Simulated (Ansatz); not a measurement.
# Anatase TiO2 (metastable phase)

These are Hartree–Fock (Ansatz, a quantum-chemistry and plane-wave program, PAW) values and carry that method's errors.

Numerical settings: plane-wave cutoff 460 eV, 8×8×8 k mesh, Fermi–Dirac smearing 0.01 eV, no spin polarisation, scalar-relativistic PAW data made under PBE.

Cell (measured lattice):

```
CELL_PARAMETERS angstrom
     -1.89210    -1.89210     4.75730
      1.89210     1.89210     4.75730
     -1.89210     1.89210    -4.75730
ATOMIC_POSITIONS crystal
  Ti 0.75000 0.25000 0.50000
  Ti 0.00000 0.00000 0.00000
  O  0.54190 0.04190 0.50000
  O  0.79190 0.79190 0.00000
  O  0.20810 0.20810 0.00000
  O  0.95810 0.45810 0.50000
```

band gap: 12.74 eV (indirect)
smallest direct gap on the k points sampled: 13.19 eV
direct gap at Γ: 13.38 eV

Note: cell and atoms aren't relaxed at this level (largest force component 0.35 eV/Å, pressure -2.0 GPa).

The computed numbers hold no vibrational or temperature effects.
